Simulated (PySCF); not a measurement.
Compound: cyanomethyl, C2H2N (doublet state).
SMILES: `[CH2]C#N`

Computed with PBE0-D3(BJ)/def2-SVP geometry optimisation, gas phase (PySCF 2.14.0).

Take the most abundant isotopes and a rigid rotor. 

(1) What are A, B and C (MHz)?

(2) What kind of rotor is it?

(3) What does the inertial defect say?

(4) Give the coordinates in the principal-axis frame, origin at the centre of mass.

(5) Where do the levels up to J = 3 lie, in MHz?

(6) Which types of transition are allowed, and where do some lines up to J = 3 fall?

(7) Estimate the classical rotational partition function at 100 K and 200 K.

## Answers

(1) Ia = 1.80, Ib = 49.32, Ic = 51.12 u·Å²; 505379 MHz·u·Å²/I gives A = 281319, B = 10247, C = 9887 MHz.

(2) A near-prolate asymmetric top. Ray's parameter κ = (2B − A − C)/(A − C) = -0.997; −1 is the prolate and +1 the oblate limit.

(3) Planar: Δ = Ic − Ia − Ib = 0.00 u·Å². For a rigid frame Δ = −2 Σ m c², so it vanishes when all atoms lie in the ab plane; here none is more than 0.01 Å from it.

(4) The sense of each axis is arbitrary; atoms in the order of the calculation.
```
atom  mass (u)   a (Å)   b (Å)  c (Å)
  C1    12.000  -1.282   0.000  0.000
  C2    12.000   0.102   0.000  0.000
  N3    14.003   1.274   0.000  0.000
  H4     1.008  -1.830   0.944  0.000
  H5     1.008  -1.829  -0.944  0.000
```

(5) Above 0(0,0):
J = 1: 1(0,1) 20134, 1(1,1) 291206, 1(1,0) 291566
J = 2: 2(0,2) 60401, 2(1,2) 331114, 2(1,1) 332194, 2(2,1) 1145411, 2(2,0) 1145412
J = 3: 3(0,3) 120801, 3(1,3) 390975, 3(1,2) 393136, 3(2,2) 1205813, 3(2,1) 1205815, 3(3,1) 2562075, 3(3,0) 2562075
The levels of one J sum to (2J + 1)J(J + 1)(A + B + C)/3.

(6) The dipole components are |μa| = 3.35 D, |μb| = 0.00 D, |μc| = 0.00 D; the symmetry axis of this C2v structure is a, so μb and μc vanish by symmetry and there are no b-type or c-type lines. Some lines, for components of 0.1 D or more:

| type | branch | J(Ka,Kc) | MHz | lower level (cm⁻¹) |
| --- | --- | --- | --- | --- |
| a | Q | 1(1,0) ← 1(1,1) | 360 | 9.714 |
| a | Q | 2(1,1) ← 2(1,2) | 1080 | 11.045 |
| a | Q | 3(1,2) ← 3(1,3) | 2161 | 13.042 |
| a | R | 1(0,1) ← 0(0,0) | 20134 | 0.000 |
| a | R | 2(1,2) ← 1(1,1) | 39908 | 9.714 |
| a | R | 2(0,2) ← 1(0,1) | 40267 | 0.672 |
| a | R | 2(1,1) ← 1(1,0) | 40628 | 9.726 |
| a | R | 3(1,3) ← 2(1,2) | 59861 | 11.045 |
| a | R | 3(0,3) ← 2(0,2) | 60400 | 2.015 |
| a | R | 3(2,2) ← 2(2,1) | 60402 | 38.207 |
| a | R | 3(2,1) ← 2(2,0) | 60403 | 38.207 |
| a | R | 3(1,2) ← 2(1,1) | 60942 | 11.081 |

(7) Point group C2v, symmetry number σ = 2; q = (√π/σ)·√((kT/h)³/(ABC)), k/h = 20836.6 MHz/K: 499 at 100 K, 1410 at 200 K.

For this open shell read J as N, the rotation without spin; fine and hyperfine splittings come on top. No frequency check. ⟨S²⟩ = 0.773 (exact for a doublet: 0.75). These are rigid-rotor constants of the computed structure; measured ground-state constants (B0) also hold zero-point vibration. Quadrupole hyperfine structure (14N) is left out.

On one thread of an Arm Neoverse V2, on a shared host, this took 3.4 s of wall time. These figures are those of the optimisation.
